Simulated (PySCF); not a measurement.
Record of a relaxation.

Species: CH5BO.
SMILES with atom numbers: `[BH2:1][O:2][CH3:3]` (hydrogens: H4, H5 on B1; H6, H7, H8 on C3)

Computed by this run: PySCF 2.14.0, PBE0-D3(BJ)/def2-SVP geometry optimisation, gas phase; density fitting, grid level 1; the optimiser is geomeTRIC in internal coordinates, started from a GFN2-xTB structure. The frame can shift and turn from step to step; on so coarse a grid that alone can change the energy by a few meV, and forces under 0.02 eV/Å are noise.

Step 0: E = -3834.8682 eV, largest atomic force 1.023 eV/Å
```
atom  x, y, z in Å  |  force x, y, z in eV/Å
B1      1.326   -0.159    0.242    0.064  -0.040  -0.005
O2      0.172    0.405    0.551   -0.825   0.375   0.182
C3     -1.043    0.174   -0.114    0.278   0.063   0.143
H4      1.440   -0.935   -0.643   -0.060  -0.535  -0.652
H5      2.233    0.162    0.910    0.843   0.232   0.532
H6     -1.376    1.109   -0.571   -0.136   0.188  -0.111
H7     -0.945   -0.593   -0.888    0.040  -0.214  -0.214
H8     -1.788   -0.143    0.620   -0.205  -0.069   0.126
```

Step 1: E = -3834.9083 eV, largest atomic force 0.364 eV/Å
```
atom  x, y, z in Å  |  force x, y, z in eV/Å
B1      1.334   -0.141    0.269   -0.155  -0.178  -0.251
O2      0.163    0.426    0.572   -0.102   0.257   0.237
C3     -1.036    0.172   -0.117    0.100  -0.025   0.019
H4      1.337   -0.930   -0.655    0.244  -0.078  -0.011
H5      2.311    0.155    0.918   -0.091   0.018  -0.003
H6     -1.389    1.101   -0.589    0.001   0.001   0.009
H7     -0.901   -0.600   -0.892    0.003   0.005   0.001
H8     -1.800   -0.163    0.601    0.000   0.000  -0.002
```

Step 2: E = -3834.9137 eV, largest atomic force 0.263 eV/Å
```
atom  x, y, z in Å  |  force x, y, z in eV/Å
B1      1.323   -0.155    0.250    0.191   0.045   0.134
O2      0.158    0.429    0.569    0.126  -0.099  -0.115
C3     -1.044    0.179   -0.112   -0.058  -0.070  -0.082
H4      1.420   -0.967   -0.662   -0.154   0.164   0.138
H5      2.283    0.170    0.924   -0.128  -0.066  -0.114
H6     -1.401    1.112   -0.580    0.021  -0.045   0.028
H7     -0.914   -0.592   -0.892   -0.035   0.059   0.047
H8     -1.807   -0.158    0.609    0.038   0.012  -0.035
```

Step 3: E = -3834.9195 eV, largest atomic force 0.032 eV/Å
```
atom  x, y, z in Å  |  force x, y, z in eV/Å
B1      1.326   -0.149    0.258    0.022  -0.023   0.002
O2      0.161    0.431    0.570   -0.001   0.025   0.002
C3     -1.039    0.175   -0.115   -0.003  -0.009  -0.006
H4      1.388   -0.952   -0.654   -0.007   0.008   0.005
H5      2.287    0.164    0.920   -0.005   0.001  -0.002
H6     -1.396    1.105   -0.583   -0.006   0.002   0.000
H7     -0.908   -0.594   -0.894    0.004   0.002   0.000
H8     -1.800   -0.163    0.604   -0.004  -0.005   0.000
```

Step 4: E = -3834.9196 eV, largest atomic force under 0.02 eV/Å
```
atom  x, y, z in Å  |  force x, y, z in eV/Å
B1      1.325   -0.148    0.259    0.004  -0.010  -0.002
O2      0.161    0.434    0.569    0.001   0.020  -0.001
C3     -1.038    0.175   -0.116   -0.003  -0.009  -0.002
H4      1.385   -0.953   -0.650    0.000   0.000   0.002
H5      2.287    0.165    0.920   -0.002   0.000   0.003
H6     -1.399    1.105   -0.583   -0.001   0.001   0.003
H7     -0.904   -0.593   -0.895    0.001   0.001  -0.002
H8     -1.799   -0.166    0.602    0.000  -0.003  -0.001
```

Q: Summarise the path.

A: The energy falls by 0.0514 eV from step 0 to step 4; nine tenths of that is first reached at step 3. It falls at every step. The largest force goes from 1.023 to under 0.02 eV/Å. Among the bonds B1–H5 changes most, from 1.171 to 1.209 Å; the atoms move by 0.038 Å rms after alignment.

Q: Follow the three bonds and two angles with the largest change from start to end.

A: 
```tsv
step	E above end (eV)	largest force (eV/Å)	B1–H5 (Å)	B1–H4 (Å)	B1–O2 (Å)	O2–B1–H4 (°)	B1–O2–C3 (°)
0	0.0514	1.023	1.171	1.182	1.320	122.6	125.1
1	0.0112	0.364	1.210	1.215	1.336	116.8	124.0
2	0.0059	0.263	1.217	1.225	1.341	122.3	123.4
3	0.0001	0.032	1.209	1.216	1.338	120.4	123.4
4	0.0000	under 0.02	1.209	1.216	1.338	120.2	123.3
```

What follows is the cost of the whole optimisation. On Arm Neoverse V1, one thread, no GPU, shared host, this took 6.0 s of wall time.
